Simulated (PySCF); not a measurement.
Atomic charges against the basis set

F₃NS.
Atom-mapped SMILES: `[N:1]#[S:2]([F:3])([F:4])[F:5]`

PBE0 throughout (PySCF), one geometry, spherical d and f functions. Isolated species at its PBE0-D3(BJ)/def2-SVP geometry, gas phase. Atoms taken as equivalent share a column and are averaged.

Mulliken charges (e):

```tsv
basis	functions	N1	S2	F3/F4/F5
STO-3G	29	-0.532	+1.102	-0.190
6-31G	49	-0.423	+1.355	-0.311
pcSseg-0	49	-0.640	+1.773	-0.378
6-31G*	74	-0.423	+1.318	-0.298
def2-SVP	74	-0.325	+1.142	-0.272
cc-pVDZ	74	-0.373	+1.070	-0.232
aug-cc-pVDZ	119	-0.548	+1.877	-0.443
6-311+G(2d,p)	143	-0.480	+0.908	-0.143
cc-pVTZ	154	-0.373	+0.915	-0.181
def2-TZVP	161	-0.262	+0.712	-0.150
IGLO-III	184	-0.471	+1.463	-0.331
```

IAO charges (e):

```tsv
basis	functions	N1	S2	F3/F4/F5
STO-3G	29	-0.685	+1.479	-0.265
6-31G	49	-0.628	+1.796	-0.389
pcSseg-0	49	-0.670	+1.835	-0.388
6-31G*	74	-0.753	+2.051	-0.433
def2-SVP	74	-0.755	+2.051	-0.432
cc-pVDZ	74	-0.738	+2.028	-0.430
aug-cc-pVDZ	119	-0.746	+2.058	-0.437
6-311+G(2d,p)	143	-0.766	+2.089	-0.441
cc-pVTZ	154	-0.768	+2.100	-0.444
def2-TZVP	161	-0.782	+2.127	-0.448
IGLO-III	184	-0.779	+2.115	-0.445
```

Hirshfeld charges (e):

| basis | functions | N1 | S2 | F3/F4/F5 |
| --- | --- | --- | --- | --- |
| STO-3G | 29 | -0.408 | +0.775 | -0.122 |
| 6-31G | 49 | -0.280 | +0.652 | -0.124 |
| pcSseg-0 | 49 | -0.292 | +0.654 | -0.121 |
| 6-31G* | 74 | -0.287 | +0.523 | -0.079 |
| def2-SVP | 74 | -0.287 | +0.556 | -0.090 |
| cc-pVDZ | 74 | -0.276 | +0.528 | -0.084 |
| aug-cc-pVDZ | 119 | -0.277 | +0.541 | -0.088 |
| 6-311+G(2d,p) | 143 | -0.274 | +0.529 | -0.085 |
| cc-pVTZ | 154 | -0.282 | +0.522 | -0.080 |
| def2-TZVP | 161 | -0.280 | +0.515 | -0.078 |
| IGLO-III | 184 | -0.280 | +0.526 | -0.082 |

Problem. Which scheme is steadiest as the basis changes?

Solution. Largest range over the bases for any column: Hirshfeld 0.26 e, IAO 0.65 e, Mulliken 1.17 e. Hirshfeld charges move least and Mulliken charges most, counted in e. Without the minimal STO-3G basis the ranges are Hirshfeld 0.14, IAO 0.33, Mulliken 1.17 e.

Problem. How much do the charges still move between the two largest bases, def2-TZVP and IGLO-III?

Solution. At most, over all atoms: Mulliken 0.751 e, IAO 0.011 e, Hirshfeld 0.011 e.

Problem. What do the same runs give for the total energy, the frontier levels and the dipole moment?

Solution. 
```tsv
basis	energy (Eh)	HOMO (eV)	LUMO (eV)	μ (D)
STO-3G	-742.1668	-4.62	3.44	2.02
6-31G	-751.5225	-10.33	-2.99	0.59
pcSseg-0	-750.3929	-10.37	-2.57	0.92
6-31G*	-751.8169	-9.66	-1.65	1.66
def2-SVP	-751.4273	-9.83	-1.69	1.43
cc-pVDZ	-751.8450	-9.65	-1.68	1.36
aug-cc-pVDZ	-751.8913	-9.94	-2.23	1.50
6-311+G(2d,p)	-751.9899	-10.03	-2.28	1.50
cc-pVTZ	-752.0229	-9.82	-1.84	1.62
def2-TZVP	-752.0586	-9.90	-1.88	1.65
IGLO-III	-752.0491	-9.95	-2.04	1.63
```

The dipole is fixed by the density alone, so its range of 1.43 D shows that the density itself changes with the basis, not only its division among atoms.
